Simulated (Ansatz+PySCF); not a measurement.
Results of a calculation; reference values are marked as such.
## PySCF 2.14.0 run

```python
from pyscf import gto, scf

mol = gto.M(atom="""
C 0.000000 -0.417820 -0.109680
C 0.000000 -0.429890 1.117440
C 0.000000 0.707540 -0.897040
H 0.000000 -1.301460 -0.599210
H 0.000000 -1.292350 1.634890
H 0.000000 0.424270 1.652130
H 0.000000 1.553930 -0.342050
H 0.812290 0.728300 -1.505030
H -0.812290 0.728300 -1.505030
""", basis='def2-svp', charge=0, spin=0)
mf = scf.RHF(mol)
mf.init_guess = '1e'
mf.kernel()
while True:  # follow internal instabilities
    mo, _, stable, _ = mf.stability(return_status=True)
    if stable: break
    mf.kernel(mf.make_rdm1(mo, mf.mo_occ))
print(mf.converged, mf.e_tot, mf.spin_square()[0])
```

The script is written out from the run's settings.

Results

| Property | Result |
| --- | --- |
| Converged | yes |
| Total energy | -116.93335 hartree |
| Spin squared of the determinant | 0.000 |
